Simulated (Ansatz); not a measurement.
# C₃H₃F₃: one species, many methods

An exercise on one series of results from a longer session: the logs are not shown, and one member is left open.

The runs use Ansatz 0.2.0, Gaussian basis; functionals in def2-TZVPP, the program's frozen cores in correlated methods.

The runs, in order: PBE-D4, r2SCAN-D4, PBE0-D4, B3LYP-D4, ωB97X-V, ωB97M-V, B2PLYP; CCSD(T)/def2-TZVPP; MP2/def2-QZVPP; extrapolation to the limit.

## The relaxed structure

The geometry comes from an earlier relaxation with PBE0-D4 in a triple-zeta def2 set; it is a stationary point, not always the lowest conformer.

SMILES `C=C(F)C(F)F`, 9 atoms, charge 0, spin multiplicity 1.

Atoms are counted from 1 here; the program's logs count them from 0.

Bond lengths: C1–C2 1.316 Å, C1–H7 1.080 Å, C1–H8 1.082 Å, C2–F3 1.337 Å, C2–C4 1.498 Å, C4–F5 1.349 Å, C4–F6 1.356 Å, C4–H9 1.096 Å. Angles: C2–C1–H7 119.5°, C2–C1–H8 120.8°, H7–C1–H8 119.7°, C1–C2–F3 122.5°, C1–C2–C4 127.0°, F3–C2–C4 110.6°, C2–C4–F5 110.4°, C2–C4–F6 109.8°, C2–C4–H9 111.9°, F5–C4–F6 108.0°, F5–C4–H9 108.8°, F6–C4–H9 107.7°.

Set-up of the first run:

in.yaml reads:

```yaml
crystal:
  periodic: [false, false, false]
  atoms:
    - {symbol: C, position_ang: [-0.109404, -1.376208, 0.331627]}
    - {symbol: C, position_ang: [0.324890, -0.136184, 0.404017]}
    - {symbol: F, position_ang: [1.219993, 0.258694, 1.314787]}
    - {symbol: C, position_ang: [-0.061546, 1.006668, -0.484261]}
    - {symbol: F, position_ang: [-0.901626, 0.587105, -1.452465]}
    - {symbol: F, position_ang: [-0.699303, 1.957857, 0.241630]}
    - {symbol: H, position_ang: [-0.829371, -1.644089, -0.427309]}
    - {symbol: H, position_ang: [0.244158, -2.128312, 1.023853]}
    - {symbol: H, position_ang: [0.812209, 1.474459, -0.951878]}
basis:
  gaussian: {orbitals: def2-TZVPP}
hamiltonian: {xc: pbe, dispersion: d4}
output: {forces: true, orbitals: {seedname: orbitals}}
```

On the command line:

```console
$ ansatz run in.yaml --threads 2 --pin off --events-out ev --progress --plain --max-ram 32768MiB --backend cpu
```

Among the steps run: PBE-D4 (GGA); r2SCAN-D4 (meta-GGA); PBE0-D4 (hybrid); B3LYP-D4 (hybrid); ωB97X-V (range-separated); ωB97M-V (range-separated); B2PLYP (double hybrid); CCSD(T) in def2-TZVPP; MP2 in def2-QZVPP.

One of the session's tables, all rows but one given; the rest of the session is left out.

```
            method  atomisation energy (kcal/mol)
            PBE-D4                          928.9
         r2SCAN-D4                          896.8
           PBE0-D4                              ?
          B3LYP-D4                          888.8
           ωB97X-V                          892.6
           ωB97M-V                          894.3
            B2PLYP                          882.3
     HF/def2-TZVPP                          628.4
    MP2/def2-TZVPP                          896.2
   CCSD/def2-TZVPP                          848.6
CCSD(T)/def2-TZVPP                          866.1
           MP2/CBS                          919.5
       CCSD(T)/CBS                          889.4
```

Estimate the missing values for PBE0-D4.

As computed: atomisation energy (kcal/mol): 898.8. In the column «atomisation energy (kcal/mol)» it lies between r2SCAN-D4 (896.8) and MP2/CBS (919.5).

Caveats from the session: Free atoms (3 C, 3 F, 3 H) were run apart at each level; the atomisation energy is their sum less the molecule, without zero-point or spin-orbit terms.
